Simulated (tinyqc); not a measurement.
Inside a calculation. Method: MP2 on RHF in the sto-3g basis, frozen core, for H2O, spin multiplicity 1. Computed by tinyqc, a small Python program that keeps every step (integrals from PySCF). Settings: charge = 0, multiplicity = 1, basis = sto-3g, method = RHF, frozen orbitals = 1, energy threshold = 1e-10, iteration cap = 52, orthogonalisation = canonical, start = core, DIIS depth = 6. Command: `OMP_NUM_THREADS=1 python tinyqc.py 28615 28616 out.jsonl` (the two numbers bound the seeds that draw the settings). One thread of a shared host (Intel(R) Xeon(R) Processor @ 2.60GHz), about 0.1 s of CPU time with the checks. The early iterations of the SCF are left out here.

## One-electron integrals

Geometry (angstrom):

| atom | x | y | z |
|---|---|---|---|
| O | 0.000000 | 0.000000 | 0.000000 |
| H | 0.000000 | 0.907000 | 0.707000 |
| H | 0.000000 | -0.907000 | 0.707000 |

Basis sto-3g: exponents (1/bohr^2) and contraction coefficients of normalised primitives:

| element | l (shell) | exponent | coefficient |
|---|---|---|---|
| O | s (1) | 130.709320 | 0.154329 |
| O | s (1) | 23.808861 | 0.535328 |
| O | s (1) | 6.443608 | 0.444635 |
| O | s (2) | 5.033151 | -0.099967 |
| O | s (2) | 1.169596 | 0.399513 |
| O | s (2) | 0.380389 | 0.700115 |
| O | p (3) | 5.033151 | 0.155916 |
| O | p (3) | 1.169596 | 0.607684 |
| O | p (3) | 0.380389 | 0.391957 |
| H | s (1) | 3.425251 | 0.154329 |
| H | s (1) | 0.623914 | 0.535328 |
| H | s (1) | 0.168855 | 0.444635 |

Overlap, kinetic and nuclear-attraction integrals over the contracted functions; the nuclear repulsion is the sum of Za Zb / Rab.

nuclear repulsion = 7.65418953 hartree

overlap S:
```
           1O 1s     1O 2s    1O 2px     1O 2py    1O 2pz     2H 1s      3H 1s
1O 1s   1.000000  0.236704  0.000000   0.000000  0.000000  0.034108   0.034108
1O 2s   0.236704  1.000000  0.000000   0.000000  0.000000  0.357686   0.357686
1O 2px  0.000000  0.000000  1.000000   0.000000  0.000000  0.000000   0.000000
1O 2py  0.000000  0.000000  0.000000   1.000000  0.000000  0.253530  -0.253530
1O 2pz  0.000000  0.000000  0.000000   0.000000  1.000000  0.197625   0.197625
2H 1s   0.034108  0.357686  0.000000   0.253530  0.197625  1.000000   0.160552
3H 1s   0.034108  0.357686  0.000000  -0.253530  0.197625  0.160552   1.000000
```

kinetic energy T (hartree):
```
            1O 1s      1O 2s    1O 2px     1O 2py    1O 2pz      2H 1s      3H 1s
1O 1s   29.003200  -0.168011  0.000000   0.000000  0.000000  -0.008894  -0.008894
1O 2s   -0.168011   0.808128  0.000000   0.000000  0.000000   0.054746   0.054746
1O 2px   0.000000   0.000000  2.528731   0.000000  0.000000   0.000000   0.000000
1O 2py   0.000000   0.000000  0.000000   2.528731  0.000000   0.124973  -0.124973
1O 2pz   0.000000   0.000000  0.000000   0.000000  2.528731   0.097415   0.097415
2H 1s   -0.008894   0.054746  0.000000   0.124973  0.097415   0.760032  -0.006568
3H 1s   -0.008894   0.054746  0.000000  -0.124973  0.097415  -0.006568   0.760032
```

nuclear attraction V (hartree):
```
             1O 1s      1O 2s     1O 2px     1O 2py     1O 2pz      2H 1s      3H 1s
1O 1s   -61.538764  -7.400920   0.000000   0.000000  -0.013224  -1.091231  -1.091231
1O 2s    -7.400920  -9.968859   0.000000   0.000000  -0.162933  -2.707953  -2.707953
1O 2px    0.000000   0.000000  -9.842139   0.000000   0.000000   0.000000   0.000000
1O 2py    0.000000   0.000000   0.000000  -9.942093   0.000000  -1.683690   1.683690
1O 2pz   -0.013224  -0.162933   0.000000   0.000000  -9.902872  -1.353729  -1.353729
2H 1s    -1.091231  -2.707953   0.000000  -1.683690  -1.353729  -5.136665  -0.915687
3H 1s    -1.091231  -2.707953   0.000000   1.683690  -1.353729  -0.915687  -5.136665
```

core Hamiltonian H = T + V (hartree):
```
             1O 1s      1O 2s     1O 2px     1O 2py     1O 2pz      2H 1s      3H 1s
1O 1s   -32.535564  -7.568931   0.000000   0.000000  -0.013224  -1.100124  -1.100124
1O 2s    -7.568931  -9.160731   0.000000   0.000000  -0.162933  -2.653207  -2.653207
1O 2px    0.000000   0.000000  -7.313408   0.000000   0.000000   0.000000   0.000000
1O 2py    0.000000   0.000000   0.000000  -7.413361   0.000000  -1.558718   1.558718
1O 2pz   -0.013224  -0.162933   0.000000   0.000000  -7.374141  -1.256314  -1.256314
2H 1s    -1.100124  -2.653207   0.000000  -1.558718  -1.256314  -4.376633  -0.922256
3H 1s    -1.100124  -2.653207   0.000000   1.558718  -1.256314  -0.922256  -4.376633
```

## Two-electron integrals

Functions are numbered as in S; the eight-fold symmetry (ij|kl) = (ji|kl) = (kl|ij) leaves the list below.

Two-electron integrals (ij|kl) in chemists' order, unique and non-zero (hartree):
```
(11|11) 4.785065    (21|11) 0.741380    (21|21) 0.136873    (22|11) 1.118947
(22|21) 0.256633    (22|22) 0.817206    (31|31) 0.024477    (32|31) 0.037809
(32|32) 0.180518    (33|11) 1.115814    (33|21) 0.256684    (33|22) 0.817023
(33|33) 0.880159    (41|41) 0.024477    (42|41) 0.037809    (42|42) 0.180518
(43|43) 0.047444    (44|11) 1.115814    (44|21) 0.256684    (44|22) 0.817023
(44|33) 0.785270    (44|44) 0.880159    (51|51) 0.024477    (52|51) 0.037809
(52|52) 0.180518    (53|53) 0.047444    (54|54) 0.047444    (55|11) 1.115814
(55|21) 0.256684    (55|22) 0.817023    (55|33) 0.785270    (55|44) 0.785270
(55|55) 0.880159    (61|11) 0.108065    (61|21) 0.019801    (61|22) 0.036951
(61|33) 0.036879    (61|41) 0.000711    (61|42) 0.001342    (61|44) 0.037017
(61|51) 0.000554    (61|52) 0.001046    (61|54) 0.000108    (61|55) 0.036963
(61|61) 0.002901    (62|11) 0.285891    (62|21) 0.066494    (62|22) 0.237273
(62|33) 0.233075    (62|41) 0.003939    (62|42) 0.031201    (62|44) 0.240763
(62|51) 0.003070    (62|52) 0.024321    (62|54) 0.005993    (62|55) 0.237747
(62|61) 0.009825    (62|62) 0.088224    (63|31) 0.006672    (63|32) 0.039868
(63|43) 0.006333    (63|53) 0.004937    (63|63) 0.012020    (64|11) 0.170113
(64|21) 0.040049    (64|22) 0.152581    (64|33) 0.145802    (64|41) 0.008736
(64|42) 0.058668    (64|44) 0.163130    (64|51) 0.001609    (64|52) 0.014654
(64|54) 0.008570    (64|55) 0.148634    (64|61) 0.006155    (64|62) 0.068973
(64|64) 0.065331    (65|11) 0.132602    (65|21) 0.031218    (65|22) 0.118936
(65|33) 0.113652    (65|41) 0.001609    (65|42) 0.014654    (65|44) 0.117285
(65|51) 0.007926    (65|52) 0.051291    (65|54) 0.009165    (65|55) 0.125733
(65|61) 0.004798    (65|62) 0.053764    (65|64) 0.041555    (65|65) 0.044412
(66|11) 0.452033    (66|21) 0.106817    (66|22) 0.438990    (66|33) 0.422052
(66|41) 0.007585    (66|42) 0.084593    (66|44) 0.453325    (66|51) 0.005913
(66|52) 0.065940    (66|54) 0.024377    (66|55) 0.441054    (66|61) 0.015887
(66|62) 0.213579    (66|64) 0.190575    (66|65) 0.148552    (66|66) 0.774606
(71|11) 0.108065    (71|21) 0.019801    (71|22) 0.036951    (71|33) 0.036879
(71|41) -0.000711   (71|42) -0.001342   (71|44) 0.037017    (71|51) 0.000554
(71|52) 0.001046    (71|54) -0.000108   (71|55) 0.036963    (71|61) 0.002857
(71|62) 0.009516    (71|64) 0.005493    (71|65) 0.004652    (71|66) 0.015267
(71|71) 0.002901    (72|11) 0.285891    (72|21) 0.066494    (72|22) 0.237273
(72|33) 0.233075    (72|41) -0.003939   (72|42) -0.031201   (72|44) 0.240763
(72|51) 0.003070    (72|52) 0.024321    (72|54) -0.005993   (72|55) 0.237747
(72|61) 0.009516    (72|62) 0.069777    (72|64) 0.038023    (72|65) 0.041292
(72|66) 0.135729    (72|71) 0.009825    (72|72) 0.088224    (73|31) 0.006672
(73|32) 0.039868    (73|43) -0.006333   (73|53) 0.004937    (73|63) 0.009144
(73|73) 0.012020    (74|11) -0.170113   (74|21) -0.040049   (74|22) -0.152581
(74|33) -0.145802   (74|41) 0.008736    (74|42) 0.058668    (74|44) -0.163130
(74|51) -0.001609   (74|52) -0.014654   (74|54) 0.008570    (74|55) -0.148634
(74|61) -0.005493   (74|62) -0.038023   (74|64) -0.012061   (74|65) -0.022075
(74|66) -0.067851   (74|71) -0.006155   (74|72) -0.068973   (74|74) 0.065331
(75|11) 0.132602    (75|21) 0.031218    (75|22) 0.118936    (75|33) 0.113652
(75|41) -0.001609   (75|42) -0.014654   (75|44) 0.117285    (75|51) 0.007926
(75|52) 0.051291    (75|54) -0.009165   (75|55) 0.125733    (75|61) 0.004652
(75|62) 0.041292    (75|64) 0.022075    (75|65) 0.033221    (75|66) 0.087411
(75|71) 0.004798    (75|72) 0.053764    (75|74) -0.041555   (75|75) 0.044412
(76|11) 0.090810    (76|21) 0.021329    (76|22) 0.083066    (76|33) 0.081082
(76|44) 0.082720    (76|51) 0.001514    (76|52) 0.014491    (76|55) 0.085305
(76|61) 0.003119    (76|62) 0.030843    (76|64) 0.021021    (76|65) 0.021156
(76|66) 0.078978    (76|71) 0.003119    (76|72) 0.030843    (76|74) -0.021021
(76|75) 0.021156    (76|76) 0.013726    (77|11) 0.452033    (77|21) 0.106817
(77|22) 0.438990    (77|33) 0.422052    (77|41) -0.007585   (77|42) -0.084593
(77|44) 0.453325    (77|51) 0.005913    (77|52) 0.065940    (77|54) -0.024377
(77|55) 0.441054    (77|61) 0.015267    (77|62) 0.135729    (77|64) 0.067851
(77|65) 0.087411    (77|66) 0.289775    (77|71) 0.015887    (77|72) 0.213579
(77|74) -0.190575   (77|75) 0.148552    (77|76) 0.078978    (77|77) 0.774606
```

## Orthogonalisation

S = U s U^T; canonical form X = U s^(-1/2), so that X^T S X = 1. Each column of U has its largest component positive (the first on a tie).

eigenvalues of S: 0.464865  0.552302  0.886326  1.000000  1.101660  1.287146  1.707702

X:
```
                1          2          3         4          5          6         7
1O 1s   -0.363551   0.000000   0.721802  0.000000  -0.614424   0.000000  0.188826
1O 2s    1.003603   0.000000  -0.291138  0.000000  -0.309787   0.000000  0.453319
1O 2px   0.000000   0.000000   0.000000  1.000000   0.000000   0.000000  0.000000
1O 2py   0.000000   0.841135   0.000000  0.000000   0.000000   0.687989  0.000000
1O 2pz   0.465651   0.000000   0.669572  0.000000   0.619271   0.000000  0.215568
2H 1s   -0.630454  -0.742663  -0.192569  0.000000   0.159279   0.389605  0.385979
3H 1s   -0.630454   0.742663  -0.192569  0.000000   0.159279  -0.389605  0.385979
```

## Iteration 8 (converged): orbitals

converged F (hartree):
```
             1O 1s      1O 2s     1O 2px     1O 2py     1O 2pz      2H 1s      3H 1s
1O 1s   -20.262299  -5.164447   0.000000   0.000000  -0.024175  -0.758699  -0.758699
1O 2s    -5.164447  -2.402497   0.000000   0.000000  -0.060177  -0.734804  -0.734804
1O 2px    0.000000   0.000000  -0.387997   0.000000   0.000000   0.000000   0.000000
1O 2py    0.000000   0.000000   0.000000  -0.211696   0.000000  -0.344214   0.344214
1O 2pz   -0.024175  -0.060177   0.000000   0.000000  -0.254103  -0.309724  -0.309724
2H 1s    -0.758699  -0.734804   0.000000  -0.344214  -0.309724  -0.374908  -0.214818
3H 1s    -0.758699  -0.734804   0.000000   0.344214  -0.309724  -0.214818  -0.374908
```

Diagonalise F' = X^T F X, C = X C', fill 5 alpha and 5 beta electrons from the bottom; D = 2 C_occ C_occ^T. Each column has its largest component positive (the first on a tie).

F' = X^T F X (hartree):
```
           1         2          3          4          5          6          7
1  -0.373404  0.000000   2.389940   0.000000  -1.973347   0.000000   0.623071
2   0.000000  0.533722   0.000000   0.000000   0.000000   0.096279   0.000000
3   2.389940  0.000000  -8.330492   0.000000   8.588052   0.000000  -4.029336
4   0.000000  0.000000   0.000000  -0.387997   0.000000   0.000000   0.000000
5  -1.973347  0.000000   8.588052   0.000000  -9.611997   0.000000   4.524329
6   0.000000  0.096279   0.000000   0.000000   0.000000  -0.517860   0.000000
7   0.623071  0.000000  -4.029336   0.000000   4.524329   0.000000  -3.140102
```

orbital energies (hartree): MO1 -20.270443, MO2 -1.194726, MO3 -0.526602, MO4 -0.429432, MO5 -0.387997, MO6 0.438605, MO7 0.542464

coefficients C:
```
              MO1        MO2        MO3        MO4       MO5        MO6        MO7
1O 1s    0.994522  -0.241541   0.000000   0.089338  0.000000  -0.104614   0.000000
1O 2s    0.023466   0.902668   0.000000  -0.454764  0.000000   0.609324   0.000000
1O 2px   0.000000   0.000000   0.000000   0.000000  1.000000   0.000000   0.000000
1O 2py   0.000000   0.000000   0.609107   0.000000  0.000000   0.000000   0.899903
1O 2pz   0.002824   0.073052   0.000000   0.739882  0.000000   0.736447   0.000000
2H 1s   -0.004203   0.137427   0.455167   0.344505  0.000000  -0.686525  -0.704389
3H 1s   -0.004203   0.137427  -0.455167   0.344505  0.000000  -0.686525   0.704389
```

D after iteration 8:
```
            1O 1s      1O 2s    1O 2px     1O 2py     1O 2pz      2H 1s      3H 1s
1O 1s    2.110793  -0.470645  0.000000   0.000000   0.102527  -0.013194  -0.013194
1O 2s   -0.470645   2.044342  0.000000   0.000000  -0.540929  -0.065433  -0.065433
1O 2px   0.000000   0.000000  2.000000   0.000000   0.000000   0.000000   0.000000
1O 2py   0.000000   0.000000  0.000000   0.742022   0.000000   0.554491  -0.554491
1O 2pz   0.102527  -0.540929  0.000000   0.000000   1.105540   0.529841   0.529841
2H 1s   -0.013194  -0.065433  0.000000   0.554491   0.529841   0.689530  -0.139180
3H 1s   -0.013194  -0.065433  0.000000  -0.554491   0.529841  -0.139180   0.689530
```

## Convergence

Stop when the energy changes by less than 1e-10 hartree and every element of the error matrix X^T (F D S - S D F) X is below 3e-06.

Course of the cycle:

| iteration | E (hartree) | change | largest element of the error matrix |
|---|---|---|---|
| 1 | -73.29684800 | - | 7.26e-01 |
| 2 | -74.73890011 | -1.44e+00 | 4.38e-01 |
| 3 | -74.91600403 | -1.77e-01 | 6.41e-02 |
| 4 | -74.92049789 | -4.49e-03 | 1.87e-02 |
| 5 | -74.92082151 | -3.24e-04 | 4.54e-03 |
| 6 | -74.92086470 | -4.32e-05 | 5.16e-04 |
| 7 | -74.92086502 | -3.15e-07 | 6.66e-06 |
| 8 | -74.92086502 | -6.52e-11 | 1.84e-07 |

PySCF RHF in the same basis = -74.92086502 hartree

Converged in 8 iterations.

## Integrals over molecular orbitals

(pq|rs) = sum C_ip C_jq C_kr C_ls (ij|kl), one index at a time.

one-electron integrals over orbitals h = C^T H C (hartree):
```
            1          2          3          4          5          6          7
1  -32.519214   0.572506   0.000000  -0.198738   0.000000   0.240287   0.000000
2    0.572506  -7.543353   0.000000   0.538183   0.000000  -1.159372   0.000000
3    0.000000   0.000000  -5.910366   0.000000   0.000000   0.000000  -1.787878
4   -0.198738   0.538183   0.000000  -6.479516   0.000000  -1.377442   0.000000
5    0.000000   0.000000   0.000000   0.000000  -7.313408   0.000000   0.000000
6    0.240287  -1.159372   0.000000  -1.377442   0.000000  -5.266591   0.000000
7    0.000000   0.000000  -1.787878   0.000000   0.000000   0.000000  -5.479227
```

Two-electron integrals over orbitals (pq|rs), unique and non-zero (hartree); the lowest 1 orbital is frozen and left out:
```
(22|22) 0.725391    (32|32) 0.126632    (33|22) 0.607287    (33|33) 0.582966
(42|22) -0.030246   (42|33) 0.003534    (42|42) 0.129948    (43|32) 0.029209
(43|43) 0.058083    (44|22) 0.656153    (44|33) 0.557187    (44|42) -0.089816
(44|44) 0.683726    (52|52) 0.152177    (53|53) 0.025817    (54|52) -0.042743
(54|54) 0.046323    (55|22) 0.757402    (55|33) 0.594318    (55|42) -0.081059
(55|44) 0.680676    (55|55) 0.880159    (62|22) 0.127053    (62|33) 0.063167
(62|42) 0.035830    (62|44) 0.057666    (62|55) 0.135797    (62|62) 0.092931
(63|32) -0.036374   (63|43) -0.040413   (63|63) 0.076248    (64|22) 0.135991
(64|33) 0.049825    (64|42) -0.051485   (64|44) 0.133016    (64|55) 0.157664
(64|62) 0.058927    (64|64) 0.104714    (65|52) 0.049120    (65|54) 0.007270
(65|65) 0.033375    (66|22) 0.587565    (66|33) 0.541923    (66|42) 0.044897
(66|44) 0.540915    (66|55) 0.573748    (66|62) 0.089592    (66|64) 0.055416
(66|66) 0.574999    (72|32) 0.057808    (72|43) -0.028807   (72|63) 0.028229
(72|72) 0.069783    (73|22) 0.171295    (73|33) 0.088379    (73|42) -0.076846
(73|44) 0.138416    (73|55) 0.206126    (73|62) 0.065655    (73|64) 0.106672
(73|66) 0.046149    (73|73) 0.161945    (74|32) -0.070519   (74|43) -0.017454
(74|63) 0.057169    (74|72) -0.017174   (74|74) 0.071496    (75|53) 0.023916
(75|75) 0.025217    (76|32) 0.082320    (76|43) 0.065539    (76|63) -0.067177
(76|72) -0.002809   (76|74) -0.060980   (76|76) 0.111634    (77|22) 0.604340
(77|33) 0.574404    (77|42) -0.019191   (77|44) 0.570808    (77|55) 0.604600
(77|62) 0.058869    (77|64) 0.053805    (77|66) 0.543967    (77|73) 0.096657
(77|77) 0.589312
```

## Second-order Moller-Plesset energy

Hartree-Fock energy = -74.92086502 hartree

E2 = sum_ijab (ia|jb) [2 (ia|jb) - (ib|ja)] / (e_i + e_j - e_a - e_b) over occupied i, j and virtual a, b; the opposite-spin part is (ia|jb)^2 / denominator, the rest is same-spin, and SCS-MP2 scales them by 6/5 and 1/3.

Terms:

| i | j | a | b | (ia\|jb) | (ib\|ja) | denominator | term |
|---|---|---|---|---|---|---|---|
| 3 | 3 | 7 | 7 | 0.161945 | 0.161945 | -2.138134 | -0.012266 |
| 4 | 3 | 6 | 7 | 0.106672 | 0.057169 | -1.937103 | -0.008600 |
| 3 | 4 | 7 | 6 | 0.106672 | 0.057169 | -1.937103 | -0.008600 |
| 4 | 4 | 6 | 6 | 0.104714 | 0.104714 | -1.736073 | -0.006316 |
| 3 | 3 | 6 | 6 | 0.076248 | 0.076248 | -1.930415 | -0.003012 |
| 2 | 2 | 6 | 6 | 0.092931 | 0.092931 | -3.266662 | -0.002644 |
| 4 | 4 | 7 | 7 | 0.071496 | 0.071496 | -1.943792 | -0.002630 |
| 3 | 2 | 7 | 6 | 0.065655 | 0.028229 | -2.702398 | -0.002504 |
| 2 | 3 | 6 | 7 | 0.065655 | 0.028229 | -2.702398 | -0.002504 |
| 2 | 2 | 7 | 7 | 0.069783 | 0.069783 | -3.474381 | -0.001402 |
| 4 | 2 | 6 | 6 | 0.058927 | 0.058927 | -2.501368 | -0.001388 |
| 2 | 4 | 6 | 6 | 0.058927 | 0.058927 | -2.501368 | -0.001388 |
| 5 | 5 | 6 | 6 | 0.033375 | 0.033375 | -1.653203 | -0.000674 |
| 5 | 5 | 7 | 7 | 0.025217 | 0.025217 | -1.860922 | -0.000342 |
| 3 | 4 | 6 | 7 | 0.057169 | 0.106672 | -1.937103 | -0.000226 |
| 4 | 3 | 7 | 6 | 0.057169 | 0.106672 | -1.937103 | -0.000226 |
| 2 | 4 | 7 | 7 | -0.017174 | -0.017174 | -2.709086 | -0.000109 |
| 4 | 2 | 7 | 7 | -0.017174 | -0.017174 | -2.709086 | -0.000109 |
| 3 | 2 | 6 | 7 | 0.028229 | 0.065655 | -2.702398 | 0.000096 |
| 2 | 3 | 7 | 6 | 0.028229 | 0.065655 | -2.702398 | 0.000096 |

Pair energies (hartree; pair i-j sums ij and ji):

| pair | opposite spin | same spin |
|---|---|---|
| 2-2 | -0.004045 | 0.000000 |
| 3-2 | -0.003780 | -0.001037 |
| 3-3 | -0.015278 | 0.000000 |
| 4-2 | -0.002994 | 0.000000 |
| 4-3 | -0.015123 | -0.002530 |
| 4-4 | -0.008946 | 0.000000 |
| 5-5 | -0.001016 | 0.000000 |

MP2 correlation energy = -0.05474786 hartree

SCS-MP2 correlation energy = -0.06260621 hartree

MP2 total energy = -74.97561288 hartree
